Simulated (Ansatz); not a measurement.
Basis-set extrapolation for `C1SS1` (PBE0-D4/def2-TZVP geometry, frozen core, Ansatz 0.2.0). Multiplicity 1, RHF reference.

```csv
,def2-TZVPP,def2-QZVPP
HF,-834.101647,-834.125941
MP2 correlation,-0.513840,-0.556229
CCSD(T) correlation,-0.573651,-0.613371
```

Energies in hartree. Use E(X) = E(∞) + A·exp(−7.88·√X) for Hartree–Fock and E(X) = E(∞) + B·X^(−2.97) for correlation, with X = 3 and 4.

Question: What is the CCSD(T) energy at the basis-set limit?

Answer: HF limit: -834.125941 + (-0.024294) × 0.13774 = -834.12929. Correlation limit: -0.613371 + (-0.039720) × 0.74074 = -0.64279. Total: -834.77208 hartree, 2.63 eV below CCSD(T)/def2-TZVPP.
